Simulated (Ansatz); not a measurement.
Process, species as SMILES: [C-]#[S+] (C-S) + 3 [H][H] (H2) → C (CH4) + S (H2S)
B3LYP-D3(BJ)/def2-TZVP geometries, fixed; electronic energies without zero-point terms.

Basis-set convergence of the energy of full hydrogenation at wB97M-V with Ansatz (a quantum-chemistry and plane-wave program). Cartesian d functions, on some or all atoms, in 6-31+G*, 6-311+G**; all else is spherical. The program fits the integrals of some runs and decomposes those of others, by size. The functional holds VV10 correlation; no added dispersion term, no relativity. Functions are those of the species that has most. Reference: the value in aug-pcseg-3, -107.53 kcal/mol, itself unsure by roughly 0.13 kcal/mol (its mean distance from aug-cc-pV(Q+d)Z, def2-QZVPPD, pcseg-3).

| basis | functions | energy of full hydrogenation (kcal/mol) |
|---|---|---|
| 3-21G | 22 | ___ |
| def2-SV(P) | 32 | ___ |
| def2-SVP | 34 | -114.47 |
| 6-31+G* | 42 | -107.37 |
| def2-SVPD | 52 | ___ |
| 6-311+G** | 53 | -107.25 |
| aug-pcseg-1 | 59 | -109.62 |
| 6-311++G(2d,2p) | 67 | ___ |
| pcseg-2 | 86 | -108.62 |
| jun-cc-pV(T+d)Z | 95 | -107.70 |
| def2-TZVPPD | 105 | -107.79 |
| 6-311++G(3df,3pd) | 111 | -107.52 |
| aug-cc-pV(T+d)Z | 138 | -107.68 |
| aug-pcseg-2 | 138 | -108.62 |
| cc-pV(Q+d)Z | 175 | -107.59 |
| def2-QZVPP | 177 | -107.50 |
| def2-QZVPPD | 195 | -107.35 |
| aug-cc-pV(Q+d)Z | 264 | -107.45 |

Question: Fill in the missing entries.

Answer: 
- 3-21G, energy of full hydrogenation (kcal/mol): -118.47
- def2-SV(P), energy of full hydrogenation (kcal/mol): -106.26
- def2-SVPD, energy of full hydrogenation (kcal/mol): -118.14
- 6-311++G(2d,2p), energy of full hydrogenation (kcal/mol): -107.99
